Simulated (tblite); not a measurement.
A tight-binding relaxation on `[CH]=C=O` [radical].

Computed with GFN2-xTB geometry optimisation, gas phase (tblite 0.8.0). Start geometry: from a force field or distance geometry. A driver script takes a list of jobs; this job's settings line and coordinates (Å) are shown.

Command:
```bash
OMP_NUM_THREADS=1 python probes_run.py task.json out
```

Input:
```
{"job": {"kind": "relax", "xc": "GFN2-xTB", "basis": "xTB"}, "charge": 0, "multiplicity": 2}
C     -0.737500    -0.066800    -0.172700
C      0.496600    -0.136800     0.254600
O      1.692200    -0.217900     0.658400
H     -1.441000     0.426300     0.526300
```

Question: Estimate the output.

Answer: 
```
step      E/eV     max force
  0    -236.70058    6.778
  1    -236.76914   11.445
  2    -237.15189    2.721
  3    -237.20763    0.959
  4    -237.26271    1.521
  5    -237.33780    1.741
  6    -237.32589    3.148
  7    -237.42851    0.809
  8    -237.44956    0.390
  9    -237.46321    0.602
 10    -237.47174    0.501
 11    -237.49956    0.247
 12    -237.51051    0.487
 13    -237.51501    0.281
 14    -237.51724    0.321
 15    -237.52092    0.456
 16    -237.52328    0.317
 17    -237.52372    0.100
 18    -237.52365    0.129
 19    -237.52392    0.004
```

«max force» is the largest atomic force in eV/Å.

Question: From which step on does the largest force stay under 0.1 eV/Å, and how much energy is left to gain from there?

Answer: From step 19 (0.004 eV/Å), 0.0 meV above the end.

Main results: energy lowered by 19.0 kcal/mol over 19 steps; largest atomic force 0.004 eV/Å at the end.

Question: Where do the atoms end?

Answer: 0.351 Å rms from the input after alignment:
```
atom  x, y, z in Å
C1    -0.6415    0.1229    0.2683
C2     0.5824   -0.1087    0.3603
O3     1.7366   -0.3273    0.4470
H4    -1.6672    0.3178    0.1912
```

On one thread, Arm Neoverse V1 (aarch64), no GPU, on a shared host, this took under 0.1 s wall.
Labels such as C1 count atoms from 1, the log's own numbers from 0.
